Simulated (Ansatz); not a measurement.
Diamond-structure Ge was calculated with revPBE (Ansatz, an electronic-structure program, plane waves, PAW).

Run with plane-wave cutoff 520 eV, 20×20×20 k mesh, Fermi–Dirac smearing 0.05 eV, scalar-relativistic PAW data made under PBE.

Cell (relaxed at this level):

```
Ge
1.0
    0.00000     2.90009     2.90009
    2.90009     0.00000     2.90009
    2.90009     2.90009     0.00000
Ge
2
Cartesian
  2.90009   2.90009   2.90009
  4.35014   4.35014   4.35014
```

Task: What does this level give for the elastic constant C11, Voigt–Reuss–Hill bulk modulus, Voigt–Reuss–Hill shear modulus (Hill average), elastic constant C44 and elastic constant C12?

Result: 
- elastic constant C11 = 99.5 GPa
- Voigt–Reuss–Hill bulk modulus = 55.4 GPa
- Voigt–Reuss–Hill shear modulus (Hill average) = 43.7 GPa
- elastic constant C44 = 52.6 GPa
- elastic constant C12 = 33.4 GPa

Measured, for comparison: elastic constant C11 131 GPa, elastic constant C44 68 GPa, elastic constant C12 49 GPa (low temperature, zero-point motion not removed; as tabulated in Tanner et al. (2021), arXiv:2110.11888). Computed (rounded) less measured: elastic constant C11 -24 %, elastic constant C44 -23 %, elastic constant C12 -32 %.

Note: the solid has no gap at this level, which affects its response.

Elastic constants are with the ions relaxed.

Computed values are for the static lattice.
